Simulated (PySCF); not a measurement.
# CASSCF(10,10)/6-31G(d) (spherical functions) run of C3H3FS (SMILES FCC1=CS1)

What is the vertical singlet–triplet gap of C3H3FS at CASSCF(10,10)/6-31G* (spherical functions)? 

Program for the calculation: PySCF 2.14.0.

2 further runs of the same task are left out: 2 set aside as unsound or not needed.

## Step 1: The molecule

C3H3FS: 8 atoms, total charge 0, spin state singlet. As SMILES, `FCC1=CS1`. Geometry: relaxed at PBE0-D4/def2-TZVP. This is one conformer, not always the lowest.

Bond lengths: F1–C2 1.376 Å, C2–C3 1.463 Å, C3–C4 1.276 Å, C3–S5 1.843 Å, C4–S5 1.821 Å, C2–H6 1.094 Å, C2–H7 1.096 Å, C4–H8 1.076 Å. Some angles: F1–C2–C3 111.1°, C2–C3–C4 152.7°, C2–C3–S5 138.1°, C4–C3–S5 68.7°, C3–C4–S5 70.5°, C3–S5–C4 40.7°, F1–C2–H6 108.7°, F1–C2–H7 108.0°, C3–C2–H6 109.8°, C3–C2–H7 109.6°.

## Step 2: A single-point energy at CASSCF(10,10)/6-31G(d) (spherical functions)

Contents of run.py:

```python
# FCC1=CS1
import numpy
from pyscf import gto, scf, mp, mcscf

mol = gto.M(
    atom='''
F       -0.195000       1.657900       1.248100
C        0.541600       0.889100       0.375800
C       -0.249000      -0.228300      -0.139300
C       -0.413600      -1.457200      -0.438900
S       -1.806800      -0.481900      -1.090600
H        1.422600       0.509300       0.902100
H        0.858000       1.528900      -0.455500
H       -0.065800      -2.474800      -0.457600
''',
    verbose=4,
    charge=0,
    max_memory=1860,
    basis='6-31g*',
    spin=0,
)

calc0 = mol.RHF()
calc0.conv_tol = 1e-10
calc0.kernel()
if not calc0.converged:
    calc0 = calc0.newton().run(calc0.mo_coeff, calc0.mo_occ)

pt = mp.MP2(scf.addons.convert_to_uhf(calc0)).run()
noons, natorbs = mcscf.addons.make_natural_orbitals(pt)
print('natural occupations', numpy.round(noons[:40], 4))
cas = mcscf.CASSCF(calc0, 10, 10)
cas.fix_spin_(ss=0.0)
cas.natorb = True
cas.kernel(natorbs)
e_final = cas.e_tot
print('E(%s) = %.9f' % ('CASSCF', e_final))
```

Command:

```bash
OMP_NUM_THREADS=1 python run.py
```

Output:

```text
PySCF version 2.14.0

[... 70 lines left out ...]
converged SCF energy = -612.179859221784
[... 34 lines left out ...]
sorting_mo_energy = False
[... 40 lines left out ...]
1-step CASSCF converged in  13 macro (200 JK  46 micro) steps
[... 3 lines left out ...]
Natural orbital (expansion on meta-Lowdin AOs) in CAS space
[... 24 lines left out ...]
CASSCF energy = -612.318306730319
[... 1 line left out ...]
E(CASSCF) = -612.318306730
```

Run time: 41 s. Hardware: 1 thread of Arm Neoverse V1, shared host; peak memory 0.28 GiB.

## Step 3: The triplet

Contents of job.py:

```python
import numpy
from pyscf import gto, scf, mp, mcscf

molecule = gto.M(
    atom='''
F   -0.195000   1.657900   1.248100
C    0.541600   0.889100   0.375800
C   -0.249000  -0.228300  -0.139300
C   -0.413600  -1.457200  -0.438900
S   -1.806800  -0.481900  -1.090600
H    1.422600   0.509300   0.902100
H    0.858000   1.528900  -0.455500
H   -0.065800  -2.474800  -0.457600
''',
    verbose=3,
    basis='6-31g*',
    spin=2,
    max_memory=1860,
)

myscf = scf.ROHF(molecule)
myscf.conv_tol = 1e-10
myscf.kernel()
if not myscf.converged:
    myscf = myscf.newton().run(myscf.mo_coeff, myscf.mo_occ)

pt = mp.MP2(scf.addons.convert_to_uhf(myscf)).run()
noons, natorbs = mcscf.addons.make_natural_orbitals(pt)
print('natural occupations', numpy.round(noons[:40], 4))
cas = mcscf.CASSCF(myscf, 10, 10)
cas.fix_spin_(ss=2.0)
cas.natorb = True
cas.kernel(natorbs)
e_tot = cas.e_tot
print('E(%s) = %.9f' % ('CASSCF', e_tot))
```

Command:

```bash
OMP_NUM_THREADS=1 python job.py
```

Output:

```text
converged SCF energy = -612.079226183787
E(UMP2) = -612.745081530023  E_corr = -0.66585534623668
E(SCS-UMP2) = -612.721698045447  E_corr = -0.64247186166035
natural occupations [2.     1.9999 1.9999 1.9998 1.9998 1.9998 1.9998 1.9998 1.9997 1.9906
 1.9851 1.9816 1.9773 1.9769 1.9763 1.9726 1.9706 1.9642 1.9608 1.9484
 1.9436 1.9383 1.0087 0.9918 0.051  0.0394 0.0314 0.0237 0.0196 0.0176
 0.0165 0.0142 0.0138 0.0128 0.0121 0.0116 0.0112 0.0095 0.0089 0.0087]
CASSCF energy = -612.178254037916
CASCI E = -612.178254037916  E(CI) = -18.8207825973268  S^2 = 2.0000000
E(CASSCF) = -612.178254038
```

It took 30 s on 1 thread of Arm Neoverse V1, shared host; peak memory 0.28 GiB.

## Step 4: Outcome

Level: CASSCF(10,10)/6-31G* (spherical functions).

```
                                        quantity          value
                           singlet: total energy  -612.31831 Eh
   singlet: dipole moment (Hartree–Fock density)         3.61 D
    singlet: HOMO energy (Hartree–Fock orbitals)       -8.20 eV
    singlet: LUMO energy (Hartree–Fock orbitals)        3.50 eV
  singlet: HOMO–LUMO gap (Hartree–Fock orbitals)       11.70 eV
                           triplet: total energy  -612.17825 Eh
   triplet: dipole moment (Hartree–Fock density)         2.49 D
vertical energy of the triplet above the singlet       3.811 eV
```

What this shows: At this shape the triplet lies 3.81 eV (368 kJ/mol) above the singlet. Mulliken charges (singlet) of the mean-field density run from -0.44 on F1 to +0.26 on H8; they depend strongly on the basis.
